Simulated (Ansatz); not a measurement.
A structure relaxed at PBE0-D4/def2-TZVP, charge 0, multiplicity 1:

Cartesian coordinates in Å:
```
C 1.667 0.332 0.790
C 0.396 -0.034 0.632
C -0.318 0.057 -0.621
C -1.583 -0.309 -0.772
F -2.252 -0.236 -1.899
F -2.350 -0.796 0.176
H 2.252 0.729 -0.034
H 2.161 0.245 1.749
H -0.155 -0.427 1.480
H 0.182 0.441 -1.502
```

Task: Give its formula and SMILES.

Result: C4H4F2, `C=CC=C(F)F`.

Task: Point group (tolerance 0.08 Å, 0.16 Å for H)?

Result: Cs.

Task: Summarise the bond lengths by kind.

Result: 3 × C–C 1.325 to 1.445 Å; 4 × C–H 1.082 to 1.086 Å; 2 × C–F 1.312 to 1.313 Å.

Computed with Ansatz.
